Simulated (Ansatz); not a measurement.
## 1T (CdI2-type) HfTe2 (structure not from a measured cell)

Computed with PBEsol (Ansatz, a program for electronic structure, PAW).

Cell: relaxed at this level.

```
Item                           Result
-------------------------  ----------
interlayer binding energy  9.6 meV/Å²
layer repeat distance         6.619 Å
gap between the layers        3.052 Å
```

Note: the cell comes from a level without a dispersion term, which matters for the spacing of layers, chains or molecules; the relaxation could not lower the start's symmetry, so the cell can be a saddle point above a distorted one.

Spin–orbit coupling is not included; with these elements it can move the gap by several tenths of an eV or more.

Static lattice: no zero-point or thermal effects.

It cost roughly 3.0 core-minutes of CPU time.
